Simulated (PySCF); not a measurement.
## mononitrogen monosulfide: calculation against experiment

**What was measured.**

NIST CCCBDB Release 22 (SRD 101), experimental dipoles lists, for the gas: dipole moment (microwave Stark effect, vibrational ground state) 1.81 ± 0.02 D.

Liu, Meijer, Perez-Rios, Phys. Chem. Chem. Phys. 22 (2020) 24191 lists, for the gas: dipole moment 1.86 D.

The results are set against them at the end.

Mononitrogen monosulfide, NS (doublet state).
SMILES with atom numbers: `[N:1]=[S:2]`

Structure used (PBE0-D3(BJ)/def2-SVP), in Å, numbered top down from 1:
```xyz
2
NS angstrom
N      0.7534   -0.0069   -0.0044
S     -0.7479    0.0094   -0.0239
```

Runs made with PySCF (gas phase, on this PBE0-D3(BJ)/def2-SVP geometry; no spin–orbit coupling):

```csv
level,job,basis functions,wall time
"PBE0-D3(BJ)/def2-SVP, grid level 1",geometry optimisation from a GFN2-xTB start,32,1.8 s
```

Hardware: x86-64 server, one thread, on a shared host.

## Comparison

**Dipole moment.** Measured: 1.81 D (NIST CCCBDB Release 22 (SRD 101), experimental dipoles) and 1.86 D (Liu, Meijer, Perez-Rios, Phys. Chem. Chem. Phys. 22 (2020) 24191). Differences are taken against the first.

```csv
level,computed (D),computed − measured (D),% (from the printed values)
PBE0-D3(BJ)/def2-SVP,1.79,-0.02,-1
```

The computed dipoles belong to one fixed geometry; measured ones are averaged over vibrations unless marked μe. Magnitudes are compared, not signs.

No measured geometry was used, and the causes of the misses weren't examined.
